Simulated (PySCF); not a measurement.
# Core-level binding energies of cis-1,2-difluoroethene

Species: cis-1,2-difluoroethene, C2H2F2.
Numbering: `[F:1]/[CH:2]=[CH:3]\[F:4]`

Cartesian coordinates in Å at the PBE0-D3(BJ)/def2-SVP level; atoms count from 1:
```
atom  x, y, z in Å
F1     1.0827    0.7284   -1.1638
C2     0.4801   -0.2079   -0.4454
C3    -0.4682    0.0585    0.4477
F4    -0.8996    1.2849    0.7037
H5     0.8191   -1.2283   -0.6392
H6    -0.9510   -0.7316    1.0277
```

The calculation used delta-SCF UKS SCAN, pcX-2 on the ionised atom, pcseg-1 elsewhere, spin-free X2C (PySCF 2.14.0). These are vertical core ionisation energies against the vacuum level, from separate self-consistent calculations with and without the core hole.

List the computed XPS lines with their assignment.

| atom(s) | environment | level | binding energy (eV) | count |
| --- | --- | --- | --- | --- |
| F1/F4 | vinyl fluorine | F 1s | 693.69 | 2 |
| C2/C3 | vinylic C–F carbon | C 1s | 293.42 | 2 |

Which photon energy gives electrons from C 1s of C2/C3 a kinetic energy of 200 eV, and what is their de Broglie wavelength?

hν = 293.42 + 200 = 493.42 eV, recoil neglected; λ = 12.264 Å/√(E/eV) = 0.87 Å.

The first atom of each set that the bonding makes equivalent was ionised and stands for the set. Geometry: PBE0-D3(BJ)/def2-SVP; no solvent, vibrations or thermal averaging.
